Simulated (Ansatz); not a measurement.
C3H6N2, SMILES `NC1=NCC1` from Hartree–Fock to CCSD(T)

```xyz
11

N    -1.729   -0.560    0.610
C    -0.569   -0.220   -0.008
N    -0.267   -0.297   -1.257
C     1.046    0.334   -0.978
C     0.676    0.416    0.522
H    -2.368   -1.124    0.071
H    -1.693   -0.763    1.593
H     1.895   -0.311   -1.219
H     1.176    1.299   -1.476
H     1.276   -0.194    1.202
H     0.558    1.418    0.940
```

Charge 0, multiplicity 1. The structure was optimised at the PBE0-D4/def2-TZVP level. It is one conformer, not always the lowest. Frozen core, restricted reference, the Gaussian-basis code of Ansatz. CBS rows extrapolate triple and quadruple zeta; past MP2 they add the triple-zeta difference.

```csv
basis,HF (Eh),MP2 corr.,CCSD corr.,(T),CCSD(T) total
def2-TZVPP,-226.04122,-0.90012,-0.92761,-0.04228,-227.01111
def2-QZVPP,-226.05168,-0.95993,–,–,–
CBS(def2),-226.05312,-1.00423,-1.03172,as TZ,-227.12712
```
